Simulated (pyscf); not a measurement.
`[NH2][GeH2][Cl]` + `[H]` [doublet] → `[Cl][GeH2]` [doublet] + `[NH3]`, a substitution at N (doublet surface; Ge–N broken, H–N formed). Single points on ωB97X-D3(BJ)/def2-SVP structures (PySCF, gas phase). Energies in kcal/mol from the separated reactants.

AM1 to PM7: differences of heats of formation from MOPAC. Open shells are spin-unrestricted. 

Task: Quick PM7 single points give ΔE‡ = -17.7 kcal/mol and ΔE = -20.7 kcal/mol. What does ωB97M-D3(BJ)/def2-TZVP give, and how far is the quick result from it?

Result: ωB97M-D3(BJ)/def2-TZVP gives ΔE‡ = 10.7 kcal/mol and ΔE = -22.1 kcal/mol. PM7 lies 28.4 kcal/mol under it in the barrier and 1.4 kcal/mol over it in the reaction energy, so on this step it does not hold to within 3.0 kcal/mol. At PM7 this geometry lies under one side, so its ΔE‡ may be no barrier of that level. ωB97M-D3(BJ)/def2-TZVP has limits of its own. On the product side the descent ends in a bound adduct, 8.3 kcal/mol under the separated species and 39.7 kcal/mol under the saddle at ωB97X-D3(BJ)/def2-TZVP. At ωB97X-D3(BJ) the barrier from the zero used here is 13.2 kcal/mol. Abstraction by the radical was not located in this set and often lies lower. This is the saddle that the search found; another between the same sides may lie lower. The angle at the attacked N is 138°. In the def2 sets elements up to Kr have no core potential.
